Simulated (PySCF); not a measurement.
A structure optimised at PBE-D3(BJ)/def2-SVP, used in a PySCF frequency run:

```
N
C 1 1.4485
H 2 1.1096 1 110.17
H 2 1.1096 3 107.83 1 -120.27
H 2 1.1258 3 107.47 4 -115.58
C 1 1.4485 2 112.32 3 -175.55
H 6 1.1096 1 110.17 2 175.55
H 6 1.1096 7 107.83 1 120.27
H 6 1.1258 7 107.47 8 115.58
C 1 1.4485 2 112.32 3 56.70
H 10 1.1096 1 110.17 2 -56.70
H 10 1.1096 11 107.83 1 120.27
H 10 1.1258 11 107.47 12 115.58
```
Charge 0, spin multiplicity 1.

Task: Write its SMILES, formula and point group.

Result: CN(C)C, C₃H₉N, C3v

Task: What are its rotational constants (standard atomic weights)?

Result: 8.6489, 8.6489, 4.8855 GHz
